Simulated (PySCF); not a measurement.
## Working out the ionisation energy of Ar

Ar [Ar] (1S) → Ar⁺ [Ne] 3s2 3p5 (2P). Calculation: PySCF 2.14, in aug-cc-pwCVTZ; the non-relativistic Hamiltonian (point nucleus). Frozen: [Ne]. Energies in hartree (1 hartree = 27.21139 eV):

| part | Ar (lower) | Ar⁺ (upper) |
| --- | --- | --- |
| UHF | -526.813355 | -526.278431 |
| CCSD correlation | -0.234205 | -0.197626 |
| (T) | -0.008131 | -0.005979 |

Task: What does Hartree-Fock give?

Result: (-526.278431) − (-526.813355) = 0.534924 hartree = 14.556 eV.

Task: What do CCSD and CCSD(T) give?

Result: The CCSD correlation energies differ by 0.036579 hartree = 0.995 eV and the triples by 0.002152 hartree = 0.059 eV, so CCSD gives 15.551 eV and CCSD(T) 15.610 eV.

Measured between the centres of the two terms (NIST): 15.819 eV, so CCSD(T) (valence) is off by -0.209 eV.

What remains against the reference includes basis incompleteness, the frozen core and higher excitations.
